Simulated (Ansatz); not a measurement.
# CH7Si2 radical: how energies converge with the basis set

One table from this session's results is given with a row withheld; the runs are named, their logs left out.

Method: one geometry, several basis sets; program: Ansatz 0.2.0, Gaussian basis.

The runs, in order: PBE0-D4/def2-SVP; ωB97M-V/def2-SVP; PBE0-D4/def2-QZVPP; ωB97M-V/def2-QZVPP; the functionals' def2-TZVPP values are taken from earlier runs.

## The geometry

An earlier PBE0-D4 in a triple-zeta def2 set relaxation fixed the geometry.

SMILES `[SiH2]C[SiH3]`, 10 atoms, charge 0, spin multiplicity 2.

Atoms are counted from 1 here; the program's logs count them from 0.

Bond lengths: Si1–C2 1.875 Å, Si1–H4 1.489 Å, Si1–H5 1.491 Å, C2–Si3 1.874 Å, C2–H6 1.097 Å, C2–H7 1.095 Å, Si3–H8 1.487 Å, Si3–H9 1.487 Å, Si3–H10 1.488 Å. Angles: C2–Si1–H4 111.2°, C2–Si1–H5 112.4°, H4–Si1–H5 109.9°, Si1–C2–Si3 113.9°, Si1–C2–H6 108.8°, Si1–C2–H7 108.9°, Si3–C2–H6 109.0°, Si3–C2–H7 108.9°, H6–C2–H7 107.2°, C2–Si3–H8 110.1°, C2–Si3–H9 110.1°, C2–Si3–H10 110.9°, H8–Si3–H9 108.5°, H8–Si3–H10 108.5°, H9–Si3–H10 108.6°.

The first run:

Contents of in.yaml:

```yaml
crystal:
  periodic: [false, false, false]
  atoms:
    - {symbol: Si, position_ang: [-1.437985, 0.822805, -0.577196]}
    - {symbol: C, position_ang: [0.378322, 0.374446, -0.452031]}
    - {symbol: Si, position_ang: [0.787780, -0.730857, 1.004259]}
    - {symbol: H, position_ang: [-2.277812, -0.389181, -0.787625]}
    - {symbol: H, position_ang: [-1.704817, 1.817119, -1.655129]}
    - {symbol: H, position_ang: [0.682533, -0.128774, -1.378029]}
    - {symbol: H, position_ang: [0.966641, 1.294316, -0.375327]}
    - {symbol: H, position_ang: [-0.039378, -1.966172, 0.957259]}
    - {symbol: H, position_ang: [0.504922, -0.021114, 2.279715]}
    - {symbol: H, position_ang: [2.222793, -1.123585, 0.987005]}
basis:
  gaussian: {orbitals: def2-SVP}
magnetization: {spin_polarized: true, initial_magnetization: 1}
hamiltonian: {xc: pbe0, dispersion: d4}
output: {orbitals: {seedname: orbitals}}
```

On the command line:

```console
$ ansatz run in.yaml --threads 4 --pin off --events-out ev --progress --plain --max-ram 10444MiB
```

Among the steps run: PBE0-D4 in def2-SVP; ωB97M-V in def2-SVP; PBE0-D4 in def2-QZVPP; ωB97M-V in def2-QZVPP.

One of the session's tables, all rows but one given; the rest of the session is left out.

It belongs to the step «Density functionals: the series». 

```
functional       basis  HOMO (eV)  LUMO (eV)
   PBE0-D4    def2-SVP      -6.01      -2.16
   PBE0-D4  def2-TZVPP      -6.03      -2.22
   PBE0-D4  def2-QZVPP      -6.04      -2.24
   ωB97M-V    def2-SVP          ?          ?
   ωB97M-V  def2-TZVPP      -7.78      -0.65
   ωB97M-V  def2-QZVPP      -7.79      -0.72
```

Estimate the missing values for ωB97M-V, def2-SVP.

As computed: HOMO (eV): -7.72; LUMO (eV): -0.50. In the column «HOMO (eV)» it lies between ωB97M-V, def2-TZVPP (-7.78) and PBE0-D4, def2-QZVPP (-6.04).
